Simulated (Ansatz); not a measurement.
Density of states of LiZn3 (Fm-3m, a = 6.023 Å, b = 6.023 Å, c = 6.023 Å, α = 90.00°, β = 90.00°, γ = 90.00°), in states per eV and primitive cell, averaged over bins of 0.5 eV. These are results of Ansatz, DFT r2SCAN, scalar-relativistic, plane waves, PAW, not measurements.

Settings: cutoff 500 eV, Γ-centred mesh 12×12×12 on the computed 4-atom cell, Gaussian smearing of 0.10 eV; no spin polarisation.

The cell is relaxed at this level. The states (both spins) are summed by tetrahedra on a 18×18×18 mesh at the self-consistent density. Energies are bin centres; the table starts no lower than −8 eV and ends at 6 eV, or lower where the solved bands end.

It is a metal at this level.

| E − E_F (eV) | total | Zn 3d | Zn 4s | Li 2s |
| --- | --- | --- | --- | --- |
| -7.80 | 19.92 | 19.47 | 0.30 | 0.08 |
| -7.30 | 18.30 | 18.02 | 0.17 | 0.08 |
| -6.80 | 0.89 | 0.47 | 0.32 | 0.10 |
| -6.30 | 0.82 | 0.29 | 0.45 | 0.06 |
| -5.80 | 0.72 | 0.15 | 0.47 | 0.08 |
| -5.30 | 0.67 | 0.09 | 0.44 | 0.10 |
| -4.80 | 0.94 | 0.11 | 0.67 | 0.09 |
| -4.30 | 0.67 | 0.07 | 0.48 | 0.05 |
| -3.80 | 0.87 | 0.07 | 0.57 | 0.11 |
| -3.30 | 0.83 | 0.05 | 0.52 | 0.09 |
| -2.80 | 0.81 | 0.04 | 0.46 | 0.09 |
| -2.30 | 1.11 | 0.04 | 0.40 | 0.20 |
| -1.80 | 1.15 | 0.03 | 0.34 | 0.16 |
| -1.30 | 1.04 | 0.02 | 0.28 | 0.12 |
| -0.80 | 0.92 | 0.02 | 0.22 | 0.08 |
| -0.30 | 0.84 | 0.02 | 0.21 | 0.05 |
| 0.20 | 0.80 | 0.01 | 0.21 | 0.03 |
| 0.70 | 0.76 | 0.01 | 0.21 | 0.03 |
| 1.20 | 0.75 | 0.01 | 0.22 | 0.05 |
| 1.70 | 0.83 | 0.01 | 0.26 | 0.10 |
| 2.20 | 1.05 | 0.02 | 0.31 | 0.13 |
| 2.70 | 1.29 | 0.01 | 0.32 | 0.11 |
| 3.20 | 1.16 | 0.01 | 0.28 | 0.16 |
| 3.70 | 1.33 | 0.01 | 0.25 | 0.17 |
| 4.20 | 1.62 | 0.01 | 0.24 | 0.12 |
| 4.70 | 1.18 | 0.01 | 0.14 | 0.05 |
| 5.20 | 1.34 | 0.01 | 0.15 | 0.09 |
| 5.70 | 1.62 | 0.01 | 0.15 | 0.12 |

The columns after the total are the Löwdin projections on the occupied valence shells of the potentials. The rest of the total lies in shells that are empty in the free atom, which aren't projected, and between the atoms.

Whether LiZn3 exists in this form wasn't checked.

Cost: 1 run of about 1.2 core-minutes, on Arm Neoverse V2 (shared hosts).